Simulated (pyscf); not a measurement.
Elementary routes open to H₂As–In (SMILES [AsH2][In]) [singlet] + H₂ (SMILES [H][H]) in the gas phase (singlet surface):
A. HAs=InH (SMILES [AsH]=[InH]) + H₂ (SMILES [H][H]) (As–H, H–H broken; H–In, H–H formed)
B. AsH₃ (SMILES [AsH3]) + InH (SMILES [InH]) [singlet] (As–In, H–H broken; As–H, H–In formed)

PySCF, gas phase, ωB97X-D3(BJ)/def2-SVP geometries.

### Question
Rank the routes by free-energy barrier at 298 K, lowest first, for ωB97M-D3(BJ)/def2-TZVP energies (ideal gas, 1 atm, RRHO with modes under 100 cm⁻¹ raised to 100, one conformer, R ln 2 for chiral ones without a mode under 150 cm⁻¹).

### Answer
B (34.5 kcal/mol), A (76.3 kcal/mol)

Route B is the fastest of these, ahead of the next by 41.8 kcal/mol. The most stable products are those of B (ΔG = +15.3 kcal/mol), so kinetics and thermodynamics agree. At 1200 K B is still the fastest. B: On the product side the descent ends in a complex, 5.2 kcal/mol under the separated species and 12.8 kcal/mol under the saddle at ωB97X-D3(BJ)/def2-TZVP. Only these routes are compared; each barrier is that of the saddle found, and lower ones may exist. One closed-shell reference is unstable to symmetry breaking; treat the single-reference values with care. Elements up to Kr have no core potential and no relativistic terms here. Elements past Kr carry the def2 core potentials, without spin-orbit coupling.
